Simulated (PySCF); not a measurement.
# CH3Cl

CH3Cl is a small molecule, neutral, singlet. The structure was relaxed in the gas phase by PBE0-D3(BJ)/def2-SVP. No frequency run checks that it is a minimum.

SMILES: CCl

```xyz
5

C    -0.091    0.024    0.017
Cl    1.684    0.011    0.073
H    -0.482   -0.448    0.926
H    -0.426   -0.534   -0.866
H    -0.440    1.062   -0.044
```
Atoms count from 1 in this order.

Shieldings: GIAO PBE0/pcSseg-2. Shifts are against computed references at the same level: C TMS (σ 184.1 ppm), H TMS (σ 31.24 ppm). Core levels by delta-SCF with SCAN, pcX-2 on the ionised atom and pcseg-1 elsewhere, spin-free X2C (2p3/2 is the spin-free 2p value less a third of a first-order spin-orbit splitting); from the vacuum level, for chosen atoms.

Q: Give the NMR and core-level values of the distinct atoms.

A: 
| atoms | bonded to | σ (ppm) | δ (ppm) | core level (eV) |
| --- | --- | --- | --- | --- |
| C1 | 1 Cl + 3 H | 153.7 | 30.5 | 1s 292.64 |
| Cl2 | 1 C | 933.9 | - | 2p3/2 206.26 |
| H3 H4 H5 | 1 C | 28.26 | 2.98 | - |

Values are those of this one static structure, with the three H of a rotating XH3 group averaged; atoms that internal rotation interchanges would show their mean in an NMR spectrum.

Q: By CAM-B3LYP/def2-SVPD (TDDFT singlets, Tamm-Dancoff triplets, ionisation by delta-SCF), where does absorption start, and what does vertical ionisation take?

A: The lowest singlet lies at 7.38 eV (f 0.004), the strongest of the first 6 at 8.17 eV (f 0.020), the lowest triplet at 6.69 eV; vertical ionisation takes 11.42 eV.
